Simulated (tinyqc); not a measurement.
Orbital energy against energy difference: ionisation energy by orbital energies and by energy differences in the cc-pvdz basis, for CH4, spin multiplicity 1. Computed by the program tinyqc with PySCF. The cation is unrestricted; errors are against CCSD(T) in this basis, not against experiment.

Geometry (angstrom):
```
atom,x,y,z
C,0.0000,0.0000,0.0000
H,0.6130,0.6130,0.6130
H,0.6130,-0.6130,-0.6130
H,-0.6130,0.6130,-0.6130
H,-0.6130,-0.6130,0.6130
```

CCSD(T) difference in the same basis = 14.3678 eV

IP-EOM-CCSD = 14.3487 eV

First vertical ionisation energy (eV):
```
method,-e(HOMO),E(cation) - E,error of -e(HOMO),error of the difference
HF,14.9594,13.437933,0.5916,-0.9299
LDA,9.4021,14.152472,-4.9657,-0.2153
PBE,9.3950,14.216511,-4.9728,-0.1513
B3LYP,10.7437,14.377949,-3.6241,0.0102
CAM-B3LYP,12.5125,14.387509,-1.8553,0.0197
LC-wPBE,14.0183,14.430187,-0.3495,0.0624
```

Estimate the missing row, method = PBE0.

Computed row:
```
method  -e(HOMO)  E(cation) - E  error of -e(HOMO)  error of the difference
PBE0     11.0013      14.306606            -3.3665                  -0.0612
```

Koopmans errs by +0.59 eV and Delta-HF by -0.93 eV: relaxation, 1.52 eV, lowers the value and the missing correlation difference works against it. The PBE level is off by -5.0 eV through the wrong tail of its potential, though its energy difference is off by -0.15 eV; exact exchange deepens the level, and among the orbital energies LC-wPBE comes closest; among the differences B3LYP does.
